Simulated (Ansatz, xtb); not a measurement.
**Two structures of AlH3OSi+**

Structure X: a doublet given by its coordinates. Structure Y: a doublet given by its coordinates. Both are isolated ions in the gas phase, relaxed with B3LYP-D3(BJ)/6-311G**.

X (Å):

| atom | x (Å) | y (Å) | z (Å) |
| --- | --- | --- | --- |
| Al | -2.8648 | -1.2643 | -1.3009 |
| O | -1.2321 | -1.5846 | -2.3512 |
| Si | -0.3082 | -0.8992 | -1.0007 |
| H | -0.8849 | -1.9277 | -3.1915 |
| H | 0.5486 | -1.9342 | -0.3949 |
| H | 0.3413 | 0.3569 | -1.4159 |

Close contacts (Å): Al1–O2 1.97, Al1–Si3 2.60, O2–Si3 1.77, O2–H4 0.97, Si3–H5 1.47, Si3–H6 1.47.

Y (Å):

```yaml
atoms:
  - { symbol: Al, position_ang: [-0.9125, -2.5716, -1.7824] }
  - { symbol: O, position_ang: [-0.5161, -0.8717, -1.2691] }
  - { symbol: Si, position_ang: [-0.1094, 0.5436, -0.7492] }
  - { symbol: H, position_ang: [-2.1727, -3.0883, -1.0283] }
  - { symbol: H, position_ang: [0.1079, -3.0698, -2.8474] }
  - { symbol: H, position_ang: [-0.7017, 1.7285, -1.4877] }
```

Close contacts (Å): Al1–O2 1.82, O2–Si3 1.56, Al1–H4 1.56, Al1–H5 1.56, Si3–H6 1.52.

Task: Which of the two would you expect CCSD(T)/def2-SVP electronic energies to favour?

Result: Structure X; the calculation gives E(Y) − E(X) = +10.9 kJ/mol.

The same difference at several levels:

| level | geometry | E(Y) − E(X) (kJ/mol) | departure from the last row (kJ/mol) | job, with rough time for the two |
| --- | --- | --- | --- | --- |
| B3LYP-D3(BJ)/6-311G** | B3LYP-D3(BJ)/6-311G** | +20.4 | +9.5 | optimisation, 3.8 min |
| HF/def2-SVP | B3LYP-D3(BJ)/6-311G** | −10.9 | −21.8 | part of the CCSD(T) run |
| MP2/def2-SVP | B3LYP-D3(BJ)/6-311G** | −5.3 | −16.2 | part of the CCSD(T) run |
| CCSD(T)/def2-SVP | B3LYP-D3(BJ)/6-311G** | +10.9 |  | single point, 19 s |

HF/def2-SVP, MP2/def2-SVP put the two in the other order. The largest departure from CCSD(T)/def2-SVP is that of HF/def2-SVP, 21.8 kJ/mol. Levels run at GFN2-xTB geometries aren't shown.

With harmonic frequencies from B3LYP-D3(BJ)/6-311G** (ideal gas, rigid rotor, one conformer each, 298.15 K, 1 atm): on the last row, ΔE + ΔZPE = −5.0, ΔH = −3.5, ΔG = −6.4 kJ/mol. The zero-point term alone reverses the order. The free energy reverses the electronic order.

Open shells are spin-unrestricted, with notable spin contamination under HF/def2-SVP, MP2/def2-SVP, CCSD(T)/def2-SVP. The correlated steps freeze 11 core orbitals. Run with Ansatz 0.2.0; the last row on 1 thread of Intel(R) Xeon(R) Processor @ 2.50GHz (Skylake/Cascade Lake) on a shared host.
